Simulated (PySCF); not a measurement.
## Worked example for 2-methyl-1,4-pentadiene: proton affinity at atom C5

Structure: `C=CCC(=C)C` (C6H10). Numbering: `[CH2:1]=[CH:2][CH2:3][C:4](=[CH2:5])[CH3:6]`

Energies: B3LYP-D3(BJ)/def2-TZVP (PySCF, density fitting, integration grid level 2) on PBE0-D3(BJ)/def2-SVP structures. Zero-point and thermal terms (298.15 K, 1 bar) come from unscaled GFN2-xTB harmonic frequencies, with soft modes damped to free rotors in the entropy. These were taken at the GFN2-xTB minima.

Step: `C=CC[C+](C)C` → `C=CCC(=C)C` + H⁺.

```jsonl
{"species": "C=CC[C+](C)C", "charge": "1", "multiplicity": "1", "E / Eh": "-235.062158"}
{"species": "C=CCC(=C)C", "charge": "0", "multiplicity": "1", "E / Eh": "-234.732319"}
```

Thermal terms, products less reactant: Δ(H − E) = -19.06 kJ/mol, Δ(G − E) = -50.08 kJ/mol (the bare proton has no electronic energy, H = 5/2 RT). 1 Eh = 2625.50 kJ/mol.

Question: What are ΔE, ΔH and ΔG of this step?

Answer: ΔE = 0.329839 Eh = 865.99 kJ/mol; ΔH = 846.9 kJ/mol; ΔG = 815.9 kJ/mol, all in the gas phase at 298.15 K and 1 bar. The digits show the arithmetic; the method itself can be off by 10 kJ/mol or more.
